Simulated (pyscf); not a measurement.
7 gas-phase steps of one pattern: four-centre exchange on the singlet surface, Cl–H + Ge–O or Cl–H + O–Si or F–H + Ge–O or F–H + O–Si broken and Cl–Ge + H–O or Cl–Si + H–O or F–Ge + H–O or F–Si + H–O formed. Structures and frequencies: ωB97X-D3(BJ)/def2-SVP in PySCF. Electronic energies in eV, from the separated reactants; ΔE‡ and ΔE at ωB97M-D3(BJ)/def2-TZVP. Rows were drawn at random from the steps of this pattern with a verified saddle, stable references and no exit in the data more than 5 kcal/mol lower.

| row | step | ΔE | ΔE‡ |
|---|---|---|---|
| 1 | H₂B–O–GeH₃ (SMILES B[O][GeH3]) + HCl (SMILES Cl) → Cl–GeH₃ (SMILES [Cl][GeH3]) + H₂B–OH (SMILES BO) | -0.51 | 0.54 |
| 2 | HO–Si(Cl)(Cl)–Cl (SMILES O[Si](Cl)(Cl)Cl) + HF (SMILES F) → H₂O (SMILES O) + F–Si(Cl)(Cl)–Cl (SMILES F[Si](Cl)(Cl)Cl) | -0.34 | 0.83 |
| 3 | H₃Si–O–SiH₂–O–SiH₃ (SMILES [SiH3]O[SiH2]O[SiH3]) + HF (SMILES F) → F–SiH₂–O–SiH₃ (SMILES F[SiH2]O[SiH3]) + HO–SiH₃ (SMILES O[SiH3]) | -0.28 | ? |
| 4 | HO–Ge(OH)(OH)–OH (SMILES [OH][Ge]([OH])([OH])[OH]) + HCl (SMILES Cl) → HO–Ge(OH)(OH)–Cl (SMILES [OH][Ge]([OH])([OH])[Cl]) + H₂O (SMILES O) | -0.26 | 0.29 |
| 5 | HF (SMILES F) + HO–GeH(F)–F (SMILES [OH][GeH]([F])[F]) → F–GeH(F)–F (SMILES [F][GeH]([F])[F]) + H₂O (SMILES O) | -0.22 | 0.35 |
| 6 | HCl (SMILES Cl) + HO–SiH(Cl)–Cl (SMILES O[SiH](Cl)Cl) → Cl–SiH(Cl)–Cl (SMILES Cl[SiH](Cl)Cl) + H₂O (SMILES O) | +0.18 | 0.92 |
| 7 | HO–Si(OH)(Cl)–Cl (SMILES O[Si](O)(Cl)Cl) + HCl (SMILES Cl) → HO–Si(Cl)(Cl)–Cl (SMILES O[Si](Cl)(Cl)Cl) + H₂O (SMILES O) | +0.20 | 0.84 |

Q: From a straight line through the complete rows, estimate the missing barrier and say how far the line can be trusted.

A: Over the 6 complete rows the means are -0.16 (ΔE) and 0.63 (ΔE‡); least squares gives b = 0.53 and a = 0.71 eV, with residuals of 0.21 eV (root mean square; largest 0.30, row 2). For row 3: 0.71 + 0.53 × (-0.28) = 0.56 eV. The computed barrier is 0.75 eV, 0.19 over the line. The scatter is large against the spread of the barriers, so the line says little here. Each barrier is that of the saddle found. Elements up to Kr have no core potential and no relativistic terms here.
